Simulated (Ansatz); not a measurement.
Start from `CC(N)C=O` and change one atom or group to get `CSC(C)N`.

Ansatz, PBE0-D4/def2-TZVP geometries, multiplicity 1. Each molecule was computed in one conformer, which needn't be the lowest.

```tsv
property	`CC(N)C=O`
LUMO energy (PBE0/def2-TZVPP) / eV	-0.69
HOMO energy (ωB97M-V/def2-TZVPP) / eV	-9.60
size of the dipole moment (PBE/def2-TZVPP) / D	2.96
HOMO–LUMO gap (PBE0/def2-TZVPP) / eV	6.50
HOMO energy (PBE0/def2-TZVPP) / eV	-7.20
LUMO energy (ωB97M-V/def2-TZVPP) / eV	1.57
```

Q: Give the same properties after the change, and the shifts. (Best estimate.)

A: Computed: 
```csv
property,`CSC(C)N`,shift
LUMO energy (PBE0/def2-TZVPP) / eV,0.90,1.59
HOMO energy (ωB97M-V/def2-TZVPP) / eV,-8.49,1.11
size of the dipole moment (PBE/def2-TZVPP) / D,1.34,-1.62
HOMO–LUMO gap (PBE0/def2-TZVPP) / eV,7.13,0.63
HOMO energy (PBE0/def2-TZVPP) / eV,-6.24,0.96
LUMO energy (ωB97M-V/def2-TZVPP) / eV,2.38,0.81
```

With PBE0 the HOMO rises by 0.96 eV and the LUMO rises by 1.59 eV, so the gap widens by about 0.63 eV. PBE moves the HOMO by 0.67 eV and ωB97M-V by 1.11 eV. Dipoles are sizes alone; their direction can turn.
